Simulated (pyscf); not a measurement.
Thermochemistry of product channels of H₃Si–SiH(Cl)–Cl on the singlet surface, in kcal/mol, from ωB97M-D3(BJ)/def2-TZVP energies (ideal gas, 1 atm, RRHO with modes under 100 cm⁻¹ raised to 100, one conformer, R ln 2 for rigid chiral ones). PySCF, gas phase, ωB97X-D3(BJ)/def2-SVP geometries.

```
products                           ΔE  ΔH(298 K)  ΔG(600 K)  ΔG(900 K)
------------------------------  -----  ---------  ---------  ---------
Cl–SiH₂–SiH₂–Cl                  +2.1       +2.4       +4.1       +5.1
:HSi–SiH(Cl)–Cl [singlet] + H₂  +53.7      +50.6      +34.1      +25.6
```

These are energies of the channels, which say nothing of barriers.
